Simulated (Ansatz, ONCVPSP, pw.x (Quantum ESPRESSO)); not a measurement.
**Which W potential is closest to all-electron in the bcc crystal?**

All use PBE, scalar-relativistic, no spin, cutoffs from each file’s atomic test, pw.x 7.5; 14³ k-points, Fermi–Dirac smearing 0.01 Ry. Δ is the rms difference from all-electron LAPW of the E(V) curves that follow from fits to the pressures, over ±6 % in volume. Mesh and smearing are coarse and serve the comparison alone. The files are a selection: those with a ghost or negative overlap were mostly not run, and those with noisy or unconverged pressures or nearly equal Δ are left out.

All-electron: a0 = 3.184 Å (V0 = 16.15 Å³/atom), B0 = 300.6 GPa.

Q: Rank them by Δ, smallest first.
A. optimised norm-conserving Vanderbilt (ONCV), ONCVPSP 4.0.1.1 (patched build), PBE; core [Kr] 4d10 4f14, reference 5s2 5p6 5d4 6s2; waves: 5s+6s: rc 1.55 bohr, ncon 4, nbas 7, qcut 9.3 1/bohr, 2 projectors; 5p: rc 2.05 bohr, ncon 4, nbas 7, qcut 8.3 1/bohr, 1 projector; 5d: rc 1.65 bohr, ncon 3, nbas 6, qcut 5.3 1/bohr, 2 projectors, debl 1.6 Ha; local part: polynomial inside 1.15 bohr (lpopt 5, dvloc0 -1 Ha); core correction: none.
B. optimised norm-conserving Vanderbilt (ONCV), ONCVPSP 4.0.1.1 (patched build), PBE; core [Kr] 4d10 4f14, reference 5s2 5p6 5d4 6s2; waves: 5s+6s: rc 1.60 bohr, ncon 4, nbas 7, qcut 9.5 1/bohr, 3 projectors, debl 1.4 Ha; 5p: rc 1.45 bohr, ncon 4, nbas 7, qcut 8.6 1/bohr, 2 projectors, debl 2.3 Ha; 5d: rc 2.20 bohr, ncon 3, nbas 8, qcut 6.2 1/bohr, 3 projectors, debl 2.8 Ha; local part: polynomial inside 1.25 bohr (lpopt 3, dvloc0 0 Ha); core correction: polynomial model core, fcfact 0.2.
C. optimised norm-conserving Vanderbilt (ONCV), ONCVPSP 4.0.1.1 (patched build), PBE; core [Kr] 4d10 4f14, reference 5s2 5p6 5d4 6s2; waves: 5s+6s: rc 1.45 bohr, ncon 4, nbas 8, qcut 6.9 1/bohr, 2 projectors; 5p: rc 1.65 bohr, ncon 4, nbas 7, qcut 8 1/bohr, 2 projectors, debl 3.7 Ha; 5d: rc 2.85 bohr, ncon 4, nbas 9, qcut 6.6 1/bohr, 3 projectors, debl 2.6 Ha; f scattering state at 0.11 Ha: rc 2.90 bohr, ncon 4, nbas 8, qcut 3.8 1/bohr, 2 projectors, debl 0.9 Ha; local part: polynomial inside 1.40 bohr (lpopt 5, dvloc0 6 Ha); core correction: polynomial model core, fcfact 0.35.

A: C (1.5 meV/atom), B (12.8 meV/atom), A (32.3 meV/atom).
